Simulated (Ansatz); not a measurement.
# BH2− (singlet): B2PLYP, RKS PBE0, RPA-PBE over a scan of the scale of all distances, 6-31++G**

How well do these functionals follow the top wave-function level for BH2− (singlet) over a scan of the scale of all distances?

Method: 6-31++G**, all electrons in the functionals, frozen cores in the correlation of double hybrids and RPA; program: Ansatz 0.2.0, Gaussian basis.

To be run: B2PLYP, RKS PBE0, RPA-PBE, at 0.864; 1.000; 1.130; 1.296; 1.471; 1.720; 2.033; 2.447.

14 further runs of the same task are left out: 9 that didn't finish, 5 set aside as unsound or not needed.

**1. The geometry**

The geometry derives from a PBE0/def2-TZVPD stationary point (not a proven minimum). All distances are scaled together.

3 atoms, charge -1, spin multiplicity 1.

Atoms are counted from 1 here; the program's logs count them from 0.

Bond lengths: B1–H2 1.247 Å, B1–H3 1.247 Å. Angles: H2–B1–H3 102.0°.

No dispersion term is added.

The geometry shown and the zero of energy belong to the point 1.000. The yardstick, FCI, and other wave-function levels (R restricted, U unrestricted, valence and pair active spaces) come from earlier runs.

**2. B2PLYP, 0.864**

Contents of in.yaml:

```yaml
crystal:
  periodic: [false, false, false]
  atoms:
    - {symbol: B, position_ang: [0.000000, -0.106590, 0.000000]}
    - {symbol: H, position_ang: [0.000000, 0.571634, -0.837282]}
    - {symbol: H, position_ang: [0.000000, 0.571634, 0.837282]}
basis:
  gaussian: {orbitals: "6-31++G**"}
total_charge: -1
magnetization: {spin_polarized: true, initial_magnetization: 0}
hamiltonian: {xc: {name: B2PLYP}}
correlation: {electrons: outside_noble_gas}
```

Run with:

```sh
> ansatz run in.yaml --threads 1 --pin off --events-out ev --progress --plain --max-ram 2393MiB
```

Further steps of the session: B2PLYP, 1.000; B2PLYP, 1.130; B2PLYP, 1.296; B2PLYP, 1.471; B2PLYP, 1.720; B2PLYP, 2.033; B2PLYP, 2.447; RKS PBE0, 0.864; RKS PBE0, 1.000; RKS PBE0, 1.130; RKS PBE0, 1.296; RKS PBE0, 1.471; RKS PBE0, 1.720; RKS PBE0, 2.033; RKS PBE0, 2.447; RPA-PBE, 0.864; RPA-PBE, 1.000; RPA-PBE, 1.130; RPA-PBE, 1.296; RPA-PBE, 1.471; RPA-PBE, 1.720; RPA-PBE, 2.033; RPA-PBE, 2.447.

**Question.** What will the summary of the whole plan be? Wanted: span of the FCI curve; largest miss, B2PLYP; largest miss, RKS PBE0; largest miss, RPA-PBE.

**Answer**, as computed:

```
              quantity              value
 span of the FCI curve           5.327 eV
  largest miss, B2PLYP  +0.388 eV (2.033)
largest miss, RKS PBE0  +0.478 eV (2.447)
 largest miss, RPA-PBE  -0.404 eV (2.447)
```

**Reading.** Of the functionals, B2PLYP keep the smallest largest miss at the points compared (at most 0.388 eV) and RKS PBE0 strays most (0.478 eV, at 2.447). B2PLYP, RPA-PBE clearly break the spin symmetry at some points (⟨S²⟩ up to 1.05 above the pure value), so energy there is bought with a mixed spin. Functionals and the yardstick converge differently with the basis, so part of each miss in 6-31++G** is the basis.
